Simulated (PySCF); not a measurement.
Below is a simulated gas-phase C 1s photoelectron spectrum of 1,3-dioxane (`C1COCOC1`).

Every computed line was given a Gaussian of 0.8 eV full width at half maximum and an area set by the number of equivalent atoms; the highest printed point is 100. Computed, not measured: delta-SCF UKS SCAN, pcX-2 on the ionised atom, pcseg-1 elsewhere, spin-free X2C in PySCF 2.14.0.

(binding energy (eV), intensity): (289.7, 0), (289.8, 1), (289.9, 1), (290.0, 3), (290.1, 5), (290.2, 9), (290.3, 15), (290.4, 23), (290.5, 32), (290.6, 40), (290.7, 47), (290.8, 50), (290.9, 49), (291.0, 44), (291.1, 36), (291.2, 28), (291.3, 21), (291.4, 18), (291.5, 18), (291.6, 23), (291.7, 34), (291.8, 49), (291.9, 66), (292.0, 82), (292.1, 95), (292.2, 100), (292.3, 97), (292.4, 86), (292.5, 71), (292.6, 54), (292.7, 39), (292.8, 30), (292.9, 25), (293.0, 26), (293.1, 31), (293.2, 38), (293.3, 45), (293.4, 49), (293.5, 50), (293.6, 46), (293.7, 40), (293.8, 31), (293.9, 22), (294.0, 15), (294.1, 9), (294.2, 5), (294.3, 2), (294.4, 1), (294.5, 0), (294.6, 0)

Problem. How many maxima does the curve show, and how many computed lines lie under it?

Solution. The curve has 3 maxima (at 290.8, 292.2 and 293.5 eV). Under it lie 3 lines from 3 inequivalent carbon sites.

Problem. Decompose the envelope and assign each component. Numbering: `[CH2:1]1[CH2:2][O:3][CH2:4][O:5][CH2:6]1`.

Solution. 
| position (eV) | relative area | line | atoms | environment |
| --- | --- | --- | --- | --- |
| 290.82 | 1 | C 1s | C1 | ring CH2 carbon |
| 292.21 | 2 | C 1s | C2/C6 | sp3 carbon bound to oxygen |
| 293.47 | 1 | C 1s | C4 | sp3 carbon bearing two oxygens |

Problem. What are the centre and the root-mean-square width of the whole band?

Solution. The area-weighted mean of the lines is 292.18 eV. Their own spread about it is 0.94 eV (rms) and each Gaussian has σ = 0.8/2.355 = 0.34 eV; the variances add, which gives 1.00 eV.

The listed C 1s values span 2.65 eV, from C1 (bonded to 2 C and 2 H) to C4 (bonded to 2 O and 2 H). The widest gap between neighbouring values is 1.39 eV, between 290.82 and 292.21 eV. Summing the Pauling electronegativity differences to the bonded atoms, each weighted by its formal bond order, gives -0.70 for the lowest site and +1.08 for the highest; no listed site has a larger sum than the highest.

The curve has no shake-up lines and no vibrational structure. The first atom of each set that the bonding makes equivalent was ionised and stands for the set. One conformer (not necessarily the lowest) at the GFN2-xTB geometry, without solvent, vibrations or thermal averaging.

Time: 31 s wall. Hardware: one thread, x86-64 server, shared host.
